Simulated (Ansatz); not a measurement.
**Sr (fcc): energy against volume**

The calculation used DFT, revPBE, plane waves (420 eV) with PAW, scalar-relativistic in Ansatz. The PAW files were generated under PBE, with cores re-solved for the functional.

The cell is scaled uniformly from the relaxed one, with fractional coordinates and shape fixed. Energies are extrapolated to zero smearing, pressures are those at the given smearing. Magnetic state: spin not included.

A Birch-Murnaghan fit gives V₀ = 57.51 Å³/atom, B₀ = 10.9 GPa, B₀′ = 3.2.

Task: What are the energy above the minimum and the pressure at 53.033 Å³/atom?

Result: 13.3 meV/atom and 1.05 GPa as computed.

Task: What are the energy above the minimum and the pressure at 59.951 Å³/atom?

Result: 3.3 meV/atom and -0.40 GPa as computed.

Task: What are the energy above the minimum and the pressure at 62.256 Å³/atom?

Result: 12.0 meV/atom and -0.75 GPa as computed.
